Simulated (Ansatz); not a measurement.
System: methylsilane, CH₆Si (charge 0, singlet). SMILES: C[SiH3]
Geometry: optimised at B3LYP-D3(BJ)/def2-TZVP (Ansatz, a quantum-chemistry and plane-wave program).

Parts of the frozen-core correlation energy in STO-3G (Ansatz, hartree). Frozen orbitals: 6; correlated occupied orbitals by spin: 7 and 7; virtual: 7 and 7. Spin-orbit coupling is left out. Non-relativistic.

| term | value |
|---|---|
| reference (HF) | -326.50573 |
| MP2 opposite-spin | [?] |
| MP2 same-spin | [?] |
| CCSD correlation | [?] |
| (T) | -0.00071 |
| FCI minus CCSD(T) | -0.00036 |
| T1 diagnostic | 0.003 |
| largest doubles amplitude | 0.059 |

### Question
Some entries are withheld; supply them.

### Answer

- MP2 opposite-spin, value: -0.09013
- MP2 same-spin, value: -0.00626
- CCSD correlation, value: -0.13457
